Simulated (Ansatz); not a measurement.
# H₃O (doublet): the correlation ladder at distance H1–H2 along a hydrogen transfer = 0.900 Å, 6-31G

Aim: climb from Hartree-Fock through coupled cluster and multireference methods for H₃O (doublet) at one geometry and basis, and see what each rung misses.

The runs use Ansatz 0.2.0, Gaussian basis; 6-31G, core rule «outside noble gas», up to 1 orbitals frozen.

To be run: UHF; CCSD(T) on ROHF; CCSD(T) on UHF; BCCD(T) on ROHF; CISD; CCSDT(Q) on ROHF; CCSDT(Q) on UHF; CISDTQ; CCSDTQ on ROHF; CCSDTQ on UHF; CASSCF and MRCISD+Q, 3 electrons in 3 orbitals; CASSCF and NEVPT2, 3 electrons in 3 orbitals; CASSCF and MRCISD+Q, 9 electrons in 7 orbitals; CASSCF and NEVPT2, 9 electrons in 7 orbitals; Full CI.

8 further runs of the same task are left out: 6 that didn't finish, 2 set aside as unsound or not needed.

### Step 1. What is computed

The geometry derives from fragments relaxed apart (PBE0/def2-TZVP) and kept rigid, so it is no stationary point. A hydrogen atom is moved between rigid fragments.

4 atoms, charge 0, spin multiplicity 2.

Atoms are counted from 1 here; the program's logs count them from 0.

Bond lengths: H2–O3 1.052 Å, O3–H4 0.973 Å. Angles: H2–O3–H4 105.0°.

### Step 2. UHF

Input file in.yaml:

```yaml
crystal:
  periodic: [false, false, false]
  atoms:
    - {symbol: H, position_ang: [-1.806179, 0.049803, 0.000000]}
    - {symbol: H, position_ang: [-0.906179, 0.049803, 0.000000]}
    - {symbol: O, position_ang: [0.145821, 0.049803, 0.000000]}
    - {symbol: H, position_ang: [0.397680, -0.890147, 0.000000]}
basis:
  gaussian: {orbitals: 6-31G}
magnetization: {spin_polarized: true, initial_magnetization: 1}
hamiltonian: {xc: hf}
output: {orbitals: {seedname: orbitals}}
```

Command:

```sh
> ansatz run in.yaml --threads 1 --pin off --events-out ev --progress --plain --max-ram 2393MiB
```

The runs that follow: CCSD(T) on ROHF; CCSD(T) on UHF; BCCD(T) on ROHF; CISD; CCSDT(Q) on ROHF; CCSDT(Q) on UHF; CISDTQ; CCSDTQ on ROHF; CCSDTQ on UHF; CASSCF and MRCISD+Q, 3 electrons in 3 orbitals; CASSCF and NEVPT2, 3 electrons in 3 orbitals; CASSCF and MRCISD+Q, 9 electrons in 7 orbitals; CASSCF and NEVPT2, 9 electrons in 7 orbitals; Full CI.

Q: Predict the results of all the runs planned. Wanted: FCI below the RHF energy; RMP2 from FCI; UMP2 from FCI; RCCSD from FCI; RCCSD(T) from FCI; UCCSD(T) from FCI; RCCSDT(Q) from FCI; UCCSDT(Q) from FCI; NEVPT2 pair from FCI.

The runs gave:

| quantity | value |
| --- | --- |
| FCI below the RHF energy | -4.1533 eV |
| RMP2 from FCI | +272.5 meV |
| UMP2 from FCI | +344.0 meV |
| RCCSD from FCI | +61.7 meV |
| RCCSD(T) from FCI | +18.9 meV |
| UCCSD(T) from FCI | +17.2 meV |
| RCCSDT(Q) from FCI | -0.6 meV |
| UCCSDT(Q) from FCI | -0.3 meV |
| NEVPT2 pair from FCI | +207.9 meV |
| MRCISD+Q pair from FCI | +50.9 meV |
| NEVPT2 valence from FCI | +342.6 meV |
| levels within 1 kcal/mol (43 meV) | RCCSD(T), UCCSD(T), BCCD(T), RCCSDT, UCCSDT, CISDTQ, RCCSDT(Q), UCCSDT(Q), RCCSDTQ, UCCSDTQ, MRCISD+Q valence |
| T1 diagnostic | 0.022 |
| effectively unpaired electrons | 1.02 |

In words: RCCSD(T) misses by +18.9 meV, 0.5 % of the correlation energy. One determinant dominates. Of the multireference levels listed MRCISD+Q valence comes nearest in total energy (+27.6 meV), which doesn't show that its space is the better one. These misses are within one basis, not against nature; the frozen cores of restricted and unrestricted runs differ, which can shift their rows.
